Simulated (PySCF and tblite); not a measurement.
C₅H₇F, numbered as in [F:1][CH:2]1[CH2:3][CH:4]=[CH:5][CH2:6]1.

Search: ETKDG and KDG, MMFF94s, GFN2-xTB, 60 starts; geometries at GFN2-xTB. Weights use PBE0-D3(BJ)/def2-SVP (IEF-PCM, acetone) energies plus GFN2-xTB zero-point and thermal terms (modes under about 100 cm⁻¹ blended into free rotors). Symmetry numbers and mirror images are counted. Conformers within 3 kcal/mol (GFN2-xTB free energy) were kept, 10 at most. Couplings: B3LYP/6-31G* with pcJ-1 on H, F (gas phase; spin-dipole term only for pairs with B, N, F, Si or P). Couplings are for ¹⁹F, ¹H. H–H couplings come out 0.1 to 0.9 Hz lower than with pcJ-1 on all atoms. Of two unlike H on one atom, a is the less shielded (wB97X-D/pcSseg-1 (IEF-PCM, acetone)). Run with PySCF (density fitting) and tblite.

The 5-ring runs over atoms 2–3–4–5–6.

```csv
conformer,shape,weight %
1,5-ring flat,100.0
```

Give the couplings in each conformer and the averages at 298.15 K (pairs that fast motion interchanges averaged).


| coupling | pairs | 1 | average (Hz) |
| --- | --- | --- | --- |
| ²J(F1,H2) | 1 | 61.5 | 61.5 |
| ³J(F1,H3b) | 2 | 37.5 | 37.5 |
| ³J(F1,H3a) | 2 | 26.3 | 26.3 |
| ³J(H2,H3b) | 2 | 0.6 | 0.6 |
| ³J(H2,H3a) | 2 | 8.3 | 8.3 |
| ²J(H3b,H3a) | 2 | -19.9 | -19.9 |
| ³J(H3b,H4) | 2 | 3.2 | 3.2 |
| ³J(H3a,H4) | 2 | 2.6 | 2.6 |
| ³J(H4,H5) | 1 | 6.6 | 6.6 |

Computed couplings to fluorine can be off by tens of per cent at such levels.
